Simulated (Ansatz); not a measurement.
Complex (SMILES): F (HF) with F (HF), atoms 1 to 2 the first; geometry from A24 set, monomers rigid:
```xyz
4

H      0.0000     0.8027     1.6953
F      0.0000    -0.0460     1.3403
H      0.0000    -0.1204    -0.4908
F      0.0000     0.0098    -1.4042
```

Basis-set convergence of the uncorrected interaction energy at CCSD(T) with Ansatz (an electronic-structure program). All functions are spherical. Cores are frozen. No added dispersion term, no relativity. Functions are those of the species that has most. Reference: the counterpoise-corrected one, Hartree-Fock in aug-cc-pVQZ plus the correlation part extrapolated as X^-3 from aug-cc-pVTZ and aug-cc-pVQZ, -4.61 kcal/mol, itself unsure by roughly 0.06 kcal/mol (a third of the extrapolation step and of the last Hartree-Fock step, counterpoise-corrected). Deviations are taken from unrounded values. Cost is core time over that of aug-pcseg-2, rough, on shared machines of one kind; a dash marks a row that isn't timed (too short, read off another run, short of memory, by another algorithm or on other hardware).

| basis | functions | uncorrected interaction energy (kcal/mol) | minus reference (kcal/mol) | cost |
|---|---|---|---|---|
| pcseg-0 | 22 | -9.79 | -5.18 | - |
| pcseg-1 | 38 | -5.72 | -1.11 | - |
| aug-pcseg-1 | 64 | -5.23 | -0.63 | - |
| pcseg-2 | 88 | -4.54 | 0.07 | - |
| aug-pcseg-2 | 138 | -4.92 | -0.31 | 1× |
| pcseg-3 | 186 | -4.70 | -0.09 | 2× |
| aug-pcseg-3 | 268 | -4.95 | -0.35 | 8× |
| pcseg-4 | 324 | -4.65 | -0.04 | 20× |

The smallest set listed that lies within 0.5 kcal/mol of the reference with all its larger relatives (same family, alike in diffuse functions; a set with none counts only in the reference's own line) is pcseg-2 (88 functions, 0.07 kcal/mol off).
